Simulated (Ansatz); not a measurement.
A run for Ansatz (an electronic-structure program): R-RI-MP2/aug-cc-pVTZ on C2H4 (SMILES C=C) with ghost functions. Files ending in .json are basis or fitting sets from the Basis Set Exchange.

Ansatz 0.2 input:
```yaml
crystal:
  periodic: [false, false, false]
  atoms:
    - {symbol: H, position_ang: [-0.00000000, 1.23344948, 2.82931792]}
    - {symbol: H, position_ang: [0.00000000, 1.22547148, 0.97776199]}
    - {symbol: H, position_ang: [-0.00000000, -1.22547148, 0.97776199]}
    - {symbol: H, position_ang: [-0.00000000, -1.23344948, 2.82931792]}
    - {symbol: C, position_ang: [-0.00000000, -0.66711698, 1.90601042]}
    - {symbol: C, position_ang: [-0.00000000, 0.66711698, 1.90601042]}
basis:
  gaussian:
    orbitals: aug-cc-pVTZ
    fitting: {mean_field: def2-universal-JKFIT, correlation: aug-cc-pVTZ-RIFIT.json}
    ghost_atoms:
      - {symbol: H, position_ang: [0.92444510, -1.23172221, -1.90619313]}
      - {symbol: H, position_ang: [-0.92444510, -1.23172221, -1.90619313]}
      - {symbol: H, position_ang: [-0.92444510, 1.23172221, -1.90619313]}
      - {symbol: H, position_ang: [0.92444510, 1.23172221, -1.90619313]}
      - {symbol: C, position_ang: [0.00000000, 0.66728778, -1.90556520]}
      - {symbol: C, position_ang: [0.00000000, -0.66728778, -1.90556520]}
magnetization: {spin_polarized: false}
correlation: {method: mp2, electrons: outside_noble_gas}
scf: {lower_state_search: off}
```

Output:

```
WARN ansatz: RAYON_NUM_THREADS=2 ignored (pool sized by the plan → 2); use --threads N
Functional definition: HF
these checks for a lower state are left out or cut short: stability, starts, cluster_reference, orbital_swaps, neighbouring_geometries, increment
integrals: 0.46 GiB planned
444 factors; integrals over basis functions are off by at most 9.2e-1 eV
mean field: 0.75 GiB planned
mean field evaluation 1: about -2122.4022 eV, gradient 2.7e1 eV
mean field evaluation 2: about -2123.9898 eV, gradient 9.8e0 eV
mean field evaluation 4: about -2124.2443 eV, gradient 1.4e-1 eV
mean field evaluation 8: about -2124.2444 eV, gradient 2.2e-6 eV
mean field -2124.24435291 eV, -78.0645401049 hartree, gradient 1.3e-6 eV, S^2 0.000000; 0 other end points of the search recorded, 0 dependent functions left out
2 core orbitals not correlated
792 factors; their error is unknown
reference -2124.24435291 eV, -78.0645401049 hartree; 6, 6 occupied and 360, 360 virtual orbitals, 792 factors
second order -9.25332445 eV of doubles, -0.00000000 eV of singles
Total energy: -2133.49767736 eV, -78.4045935065 hartree
Checks for a lower state left out: stability, starts, cluster_reference, orbital_swaps, neighbouring_geometries, increment
```

The run converged.

Cost: very roughly 4 core-seconds.
